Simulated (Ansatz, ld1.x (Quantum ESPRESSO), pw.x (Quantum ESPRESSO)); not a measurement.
**From atom to crystal: RRKJ potential for Li (Z = 3)**

ld1.x (Quantum ESPRESSO) 7.5 input, shortened:

```
&input
   title='Li', zed=3., rel=1, dft='PBE', iswitch=3,
   config='[He] 2s1 2p0'
 /
 &inputp
   pseudotype=2, tm=.false., rho0=0.005, lloc=0,
   nlcc=.false.
 /
2
2P  2  1   0.00   0.00  4.20  4.20  0.0
2S  1  0   1.00   0.00  1.90  1.90  0.0
 &test
   configts(1)='2s1 2p0'
 /
```

Atomic tests: cutoffs needed: 6 Ry and 6 Ry (the cutoffs (Ry, on a coarse ladder) from which the occupation-weighted sum of valence levels, in a spherical-Bessel basis at the reference potential, stays within 10 and 1 mRy of its value at 400 Ry); ghost test: no extra level below or beside the all-electron valence levels (p, s, d, f tested) (spherical-Bessel basis up to 400 Ry, 20 bohr box); largest excitation error: +4.9 meV (all-electron minus pseudo) for 2s0.5 2p0, out of 2 test configurations.

Crystal test: bcc Li in pw.x 7.5, no spin, 13³ k-points, Fermi–Dirac smearing 0.01 Ry, cutoffs 35/140 Ry. The lattice is a test structure that the element need not adopt, and mesh and smearing are coarse.

pw.x input:

```
&control
  calculation='scf', prefix='x', pseudo_dir='./', outdir='./tmp', tstress=.true., disk_io='none'
/
&system
  ibrav=0, nat=1, ntyp=1, ecutwfc=35, ecutrho=140, nbnd=7,
  occupations='smearing', smearing='fd', degauss=0.01
/
&electrons
  conv_thr=1e-09, mixing_beta=0.4, electron_maxstep=70
/
ATOMIC_SPECIES
Li 1.0 Li.UPF
CELL_PARAMETERS angstrom
  -1.72048458 1.72048458 1.72048458
  1.72048458 -1.72048458 1.72048458
  1.72048458 1.72048458 -1.72048458
ATOMIC_POSITIONS crystal
Li 0.0000 0.0000 0.0000
K_POINTS automatic
13 13 13 0 0 0
```

```bash
pw.x < Li.scf.in > Li.scf.out
```

Task: How does the run end?

Result: It converges; the pressure is -0.95 GPa against -0.05 GPa from all-electron LAPW. The largest radius (4.20 bohr) exceeds half the bond length (2.82 bohr), so the spheres overlap, which is one possible source of error among others. This is a poor potential for the solid. The log shows:

```
Message from routine setup:
     using ibrav=0 with symmetry is DISCOURAGED, use correct ibrav instead
     lattice parameter (alat)  =       5.6313  a.u.
     unit-cell volume          =     137.4703 (a.u.)^3
     number of electrons       =         1.00
     number of Kohn-Sham states=            7
     kinetic-energy cutoff     =      35.0000  Ry
     charge density cutoff     =     140.0000  Ry
     scf convergence threshold =      1.0E-09
     Exchange-correlation= PBE
     number of k points=    84  Fermi-Dirac smearing, width (Ry)=  0.0100
     iteration #  1     ecut=    35.00 Ry     beta= 0.40
     total energy              =      -0.52337791 Ry
     estimated scf accuracy    <       0.00029337 Ry
     iteration #  2     ecut=    35.00 Ry     beta= 0.40
     total energy              =      -0.52368876 Ry
     estimated scf accuracy    <       0.00011087 Ry
     iteration #  3     ecut=    35.00 Ry     beta= 0.40
     total energy              =      -0.52372284 Ry
     estimated scf accuracy    <       0.00000017 Ry
     iteration #  4     ecut=    35.00 Ry     beta= 0.40
     total energy              =      -0.52372336 Ry
     estimated scf accuracy    <       0.00000007 Ry
     iteration #  5     ecut=    35.00 Ry     beta= 0.40
     the Fermi energy is     0.4379 ev
!    total energy              =      -0.52372343 Ry
     estimated scf accuracy    <          3.2E-10 Ry
     smearing contrib. (-TS)   =      -0.00213598 Ry
     The total energy is F=E-TS. E is the sum of the following terms:
     one-electron contribution =       0.39724947 Ry
     hartree contribution      =       0.00132426 Ry
     xc contribution           =      -0.36049339 Ry
     ewald contribution        =      -0.55966780 Ry
     convergence has been achieved in   5 iterations
          total   stress  (Ry/bohr**3)                   (kbar)     P=       -9.49
     Message from routine punch:
     Nothing written, as per user request (disk_io='none')
```
